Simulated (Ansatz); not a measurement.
# One shape, several levels: CH6B− ([BMeH3]-)

Aim: a comparison of 6 runs (BLYP/STO-3G, HSE06/STO-3G, UB3LYP/STO-3G, wB97M-V/STO-3G, RPA@PBE/STO-3G, CCSDT/STO-3G) of CH6B− ([BMeH3]-). 

Program for the calculation: Ansatz 0.2.0.

1 further run of the same task is left out (it didn't finish).

## 1. The structure to begin with

CH6B− has 8 atoms, charge -1, and is taken as a singlet. As SMILES, `[H][B-]([H])([H])C`. The H4–C2 distance was set to 2.739 Å, away from the relaxed value. At this shape a bond of the SMILES string is far longer than usual.

Bond lengths: B1–C2 1.649 Å, C2–H3 1.096 Å, C2–H5 1.096 Å, B1–H6 1.231 Å, B1–H7 1.231 Å, B1–H8 1.232 Å. Angles: B1–C2–H3 112.2°, B1–C2–H5 112.2°, C2–B1–H6 110.2°, C2–B1–H7 110.2°, C2–B1–H8 110.2°, H3–C2–H5 106.6°, H6–B1–H7 108.7°, H6–B1–H8 108.7°, H7–B1–H8 108.7°.

## 2. A single-point energy at BLYP/STO-3G (run 1)

The input, run.yaml:

```yaml
basis:
  gaussian: {orbitals: STO-3G}
crystal:
  periodic: [false, false, false]
  atoms:
    - {symbol: B, position_ang: [-0.824149, -1.276130, -1.444383]}
    - {symbol: C, position_ang: [-0.819869, -1.282010, 0.204717]}
    - {symbol: H, position_ang: [-1.832209, -1.237260, 0.621177]}
    - {symbol: H, position_ang: [0.550190, 0.849940, 1.244930]}
    - {symbol: H, position_ang: [-0.352379, -2.184520, 0.614767]}
    - {symbol: H, position_ang: [0.329421, -1.314400, -1.873233]}
    - {symbol: H, position_ang: [-1.368179, -0.254930, -1.864393]}
    - {symbol: H, position_ang: [-1.437039, -2.254810, -1.872433]}
accuracy: high
hamiltonian: {xc: {name: BLYP}}
total_charge: -1
```

Started as:

```
ansatz run run.yaml --threads 1 --pin off --max-ram 2610MiB --events-out events.jsonl --progress --plain --runs-dir runs
```

What it wrote:

```text
Warning: RAYON_NUM_THREADS=1 ignored (pool sized by the plan → 1); use --threads N
Functional definition: BLYP
  name "BLYP"
  parameter beta = 0.0042
  parameter a = 0.04918
  parameter b = 0.132
  parameter c = 0.2533
  parameter d = 0.349
  exchange = b88_x(beta = beta)
  correlation = lyp_c(a = a, b = b, c = c, d = d)
276 factors; integrals over basis functions are off by at most 1.5e-8 eV
mean field evaluation 1: about -1770.5550 eV, gradient 3.2e1 eV
mean field evaluation 2: about -1750.9045 eV, gradient 6.3e1 eV
mean field evaluation 4: about -1778.1941 eV, gradient 1.5e1 eV
mean field evaluation 8: about -1778.1941 eV, gradient 1.5e1 eV
mean field evaluation 16: about -1779.5656 eV, gradient 2.4e-8 eV
mean field -1779.56564925 eV, -65.3978313771 hartree, gradient 6.4e-8 eV, S^2 0.000000; 0 other end points of the search recorded, 0 dependent functions left out
reference -1779.56569047 eV, -65.3978328918 hartree; 9, 9 occupied and 7, 7 virtual orbitals, 276 factors
Total energy: -1779.56569047 eV, -65.3978328918 hartree
```

Wall time 1.1 s (1 thread of Arm Neoverse V2, shared host); peak memory 0.092 GiB.

## 3. The energy at HSE06/STO-3G (run 2)

The input, molecule.yaml:

```yaml
crystal:
  periodic: [false, false, false]
  atoms:
    - symbol: B
      position_ang: [-0.824149, -1.276130, -1.444383]
    - symbol: C
      position_ang: [-0.819869, -1.282010, 0.204717]
    - symbol: H
      position_ang: [-1.832209, -1.237260, 0.621177]
    - symbol: H
      position_ang: [0.550190, 0.849940, 1.244930]
    - symbol: H
      position_ang: [-0.352379, -2.184520, 0.614767]
    - symbol: H
      position_ang: [0.329421, -1.314400, -1.873233]
    - symbol: H
      position_ang: [-1.368179, -0.254930, -1.864393]
    - symbol: H
      position_ang: [-1.437039, -2.254810, -1.872433]
basis:
  gaussian:
    orbitals: STO-3G
accuracy: high
total_charge: -1
hamiltonian:
  xc: {name: HSE06}
```

Started as:

```
ansatz run molecule.yaml --threads 1 --pin off --max-ram 2610MiB --events-out events.jsonl --progress --plain --runs-dir runs
```

What it wrote:

```text
Warning: RAYON_NUM_THREADS=1 ignored (pool sized by the plan → 1); use --threads N
Functional definition: HSE06
  name "HSE06"
  parameter a = 0.25
  parameter omega = 0.11/bohr
  exchange = pbe_x - a*pbe_x_sr(omega) + a*exact_x_sr(omega)
  correlation = pbe_c
276 factors; integrals over basis functions are off by at most 1.5e-8 eV
71 factors; integrals over basis functions are off by at most 3.1e-10 eV
mean field evaluation 1: about -1769.7619 eV, gradient 2.9e1 eV
mean field evaluation 2: about -1753.2970 eV, gradient 5.5e1 eV
mean field evaluation 4: about -1777.2628 eV, gradient 8.4e0 eV
mean field evaluation 8: about -1777.2628 eV, gradient 8.4e0 eV
mean field evaluation 16: about -1777.5731 eV, gradient 2.7e-8 eV
mean field -1777.57308486 eV, -65.3246059864 hartree, gradient 2.7e-8 eV, S^2 0.000000; 0 other end points of the search recorded, 0 dependent functions left out
reference -1777.57308697 eV, -65.3246060638 hartree; 9, 9 occupied and 7, 7 virtual orbitals, 276 factors
Total energy: -1777.57308697 eV, -65.3246060638 hartree
```

Run time: 1.3 s. Hardware: 1 thread of Arm Neoverse V2, shared host; peak memory 0.095 GiB.

Runs 3 to 4 aren't shown in full; the table further down has their settings and results.

## 4. The energy at RPA@PBE/STO-3G (run 5)

The input, molecule.yaml:

```yaml
crystal:
  periodic: [false, false, false]
  atoms:
    - {symbol: B, position_ang: [-0.824149, -1.276130, -1.444383]}
    - {symbol: C, position_ang: [-0.819869, -1.282010, 0.204717]}
    - {symbol: H, position_ang: [-1.832209, -1.237260, 0.621177]}
    - {symbol: H, position_ang: [0.550190, 0.849940, 1.244930]}
    - {symbol: H, position_ang: [-0.352379, -2.184520, 0.614767]}
    - {symbol: H, position_ang: [0.329421, -1.314400, -1.873233]}
    - {symbol: H, position_ang: [-1.368179, -0.254930, -1.864393]}
    - {symbol: H, position_ang: [-1.437039, -2.254810, -1.872433]}
basis:
  gaussian: {orbitals: STO-3G}
accuracy: high
total_charge: -1
hamiltonian: {xc: {name: PBE}}
correlation: {method: rpa, frozen_orbitals: {B: 1, C: 1, H: 0}}
```

Started as:

```
ansatz run molecule.yaml --threads 1 --pin off --max-ram 2610MiB --events-out events.jsonl --progress --plain --runs-dir runs
```

What it wrote (excerpt; [...] marks lines left out):

```text
Warning: RAYON_NUM_THREADS=1 ignored (pool sized by the plan → 1); use --threads N
Functional definition: PBE
  name "PBE"
[...]
276 factors; integrals over basis functions are off by at most 1.5e-8 eV
[...]
mean field -1777.87048899 eV, -65.3355353864 hartree, gradient 8.7e-8 eV, S^2 0.000000; 1 other end points of the search recorded, 0 dependent functions left out; unrestricted orbitals would lower it
unrestricted determinant -1767.59623746 eV, -64.9579636070 hartree, S^2 0.9893
2 core orbitals not correlated: weight in the atoms' cores, before any rotation towards them, 1.000 or more for the frozen orbitals, at most 0.000 for the correlated occupied ones
reference -1762.75583732 eV, -64.7800821828 hartree; 7, 7 occupied and 7, 7 virtual orbitals, 276 factors
Total energy: -1772.03391123 eV, -65.1210451101 hartree
```

Run time: 2.4 s. Hardware: 1 thread of Arm Neoverse V2, shared host; peak memory 0.098 GiB.

## 5. The energy at CCSDT/STO-3G (run 6)

molecule.yaml: that of step 4 with these lines changed.

```diff
@@ -12,6 +12,10 @@
 basis:
-  gaussian: {orbitals: STO-3G}
+  gaussian:
+    orbitals: STO-3G
+total_charge: -1
+correlation:
+  method: ccsdt
+  frozen_orbitals: {B: 1, C: 1, H: 0}
 accuracy: high
-total_charge: -1
-hamiltonian: {xc: {name: PBE}}
-correlation: {method: rpa, frozen_orbitals: {B: 1, C: 1, H: 0}}
+scf:
+  omitted_lower_state_checks: [cluster_reference, increment]
```

Started as:

```
ansatz run molecule.yaml --threads 1 --pin off --max-ram 2610MiB --events-out events.jsonl --progress --plain --runs-dir runs
```

What it wrote:

```text
Warning: RAYON_NUM_THREADS=1 ignored (pool sized by the plan → 1); use --threads N
[... 11 lines left out ...]
2 core orbitals not correlated: weight in the atoms' cores, before any rotation towards them, 1.000 or more for the frozen orbitals, at most 0.000 for the correlated occupied ones
[... 32 lines left out ...]
WARN: these amplitudes may be one of several solutions (largest doubles amplitude 0.79, level shift 9.49 eV)
Total energy: -1770.83447412 eV, -65.0769666094 hartree
Checks for a lower state left out: cluster_reference, increment
```

Run time: 0.3 s. Hardware: 1 thread of Arm Neoverse V2, shared host.

## 6. Overview of the runs

| run | level | frozen core orbitals | energy (Eh) | wall time |
| --- | --- | --- | --- | --- |
| 1 | BLYP/STO-3G | – | -65.397833 | 1.1 s |
| 2 | HSE06/STO-3G | – | -65.324606 | 1.3 s |
| 3 | UB3LYP/STO-3G | – | -65.487218 | 4.2 s |
| 4 | wB97M-V/STO-3G | – | -65.364852 | 16 s |
| 5 | RPA@PBE/STO-3G | 2 | -65.121045 | 2.4 s |
| 6 | CCSDT/STO-3G | 2 | -65.076967 | 0.3 s |

## 7. Outcome

| quantity | value |
| --- | --- |
| run 6: total energy | -65.07697 Eh |
| run 6: correlation energy (2 core orbitals frozen) | -281.9 mEh |
| run 6: T1 diagnostic | 0.079 |

**Reading.** Totals of different functionals can't be ranked against each other. In runs 5, 6 the log says that unrestricted orbitals would lower the reference, so the values rest on an unstable closed-shell determinant (other closed-shell runs at this shape may share the fault). In runs 1, 2, 3, 4, 5, 6 the basis is minimal, so the values are rough. Spin contamination of the reference: run 3 ⟨S²⟩ = 0.84. Where it is this large, the reference is a mixture of spin states, and values that rest on it are in doubt. All runs together took 25 s, the longest 16 s.
